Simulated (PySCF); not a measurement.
Basis set benchmark on one molecule

Molecule: `CC(N)=O`, C2H5NO.

Geometry (Å), atoms numbered from 1 in this order:
```xyz
9

C    -1.043   -0.230   -0.273
C     0.163    0.084    0.587
N     1.332    0.258   -0.086
O     0.087    0.171    1.794
H    -1.445   -1.206    0.035
H    -0.838   -0.249   -1.352
H    -1.821    0.519   -0.065
H     2.164    0.466    0.451
H     1.401    0.187   -1.090
```

Geometry PBE0-D3(BJ)/def2-SVP throughout; GIAO in PySCF 2.14.0 with density-fitted response routines, gas phase, one conformer, non-relativistic; equivalent atoms averaged; functional PBE0.

Reference values (measured; solution, not stated per compound (mostly CDCl3 or CCl4); Pretsch, Buehlmann, Badertscher, Structure Determination of Organic Compounds, 4th ed. (2009)): δ(C1) = 22.3 ppm, δ(H5/H6/H7) = 2.02 ppm. Computed shifts are taken against TMS, calculated as an isolated molecule at each level.

Q: How do the basis sets STO-3G, 6-31G, pcSseg-0, 6-31G*, def2-SVP, cc-pVDZ, pcSseg-1, aug-cc-pVDZ, 6-311+G(2d,p), def2-TZVP, IGLO-III, cc-pVTZ, pcSseg-2 perform against the reference? Times are CPU seconds on shared hosts with different chips, so compare them loosely.

A: 
```
    basis set  functions    C1  H5/H6/H7  abs. error C  abs. error H  core-s
       STO-3G         25  22.0      1.63           0.3          0.39    0.83
        6-31G         46  23.2      1.85           0.9          0.17     1.6
     pcSseg-0         46  26.5      2.14           4.2          0.12       2
       6-31G*         66  21.2      1.58           1.1          0.44     2.1
     def2-SVP         81  20.4      1.49           1.9          0.53     2.3
      cc-pVDZ         81  21.4      1.50           0.9          0.52     3.3
     pcSseg-1         93  22.0      1.71           0.3          0.31     3.8
  aug-cc-pVDZ        137  20.8      1.81           1.5          0.21     6.2
6-311+G(2d,p)        138  21.3      1.71           1.0          0.31     4.2
    def2-TZVP        154  21.5      1.67           0.8          0.35     5.1
     IGLO-III        190  22.1      1.74           0.2          0.28      10
      cc-pVTZ        190  21.4      1.68           0.9          0.34     9.3
     pcSseg-2        214  22.5      1.73           0.2          0.29      14
```

For ¹³C the closest is IGLO-III (0.2 ppm, with pcSseg-2, STO-3G, pcSseg-1 practically level) and the furthest pcSseg-0 (4.2 ppm).

For ¹H the closest is pcSseg-0 (0.12 ppm) and the furthest def2-SVP (0.53 ppm). Where a smaller basis beats a larger one, errors probably cancel; the largest sets show where the functional converges. One molecule is a small sample, and vibrational and solvent effects are absent from the calculation.

A small basis that lands close on one nucleus may do so by chance; judge by the trend and by all nuclei.
